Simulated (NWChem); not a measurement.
Species: formaldehyde (CH$_{2}$O); SMILES C=O

Program: NWChem. Each level has its own optimisation; frequencies are unscaled.

Q: Taking Hartree-Fock/def2-TZVPD as the yardstick, which of these has the fewest basis functions while keeping “r C–O (Å)” within 0.005 Å of it: Hartree-Fock/def2-TZVP; Hartree-Fock/def2-SVP; Hartree-Fock/def2-SVPD; Hartree-Fock/def2-TZVPP; Hartree-Fock/STO-3G?

A: Hartree-Fock/def2-SVP.
```json
[
 {"level": "Hartree-Fock/STO-3G", "basis functions": "12", "r C–O (Å)": "1.217"},
 {"level": "Hartree-Fock/def2-SVP", "basis functions": "38", "r C–O (Å)": "1.178"},
 {"level": "Hartree-Fock/def2-SVPD", "basis functions": "59", "r C–O (Å)": "1.180"},
 {"level": "Hartree-Fock/def2-TZVP", "basis functions": "74", "r C–O (Å)": "1.177"},
 {"level": "Hartree-Fock/def2-TZVPP", "basis functions": "90", "r C–O (Å)": "1.177"},
 {"level": "Hartree-Fock/def2-TZVPD", "basis functions": "95", "r C–O (Å)": "1.178"}
]
```

The yardstick is one finite set, not the basis-set limit.
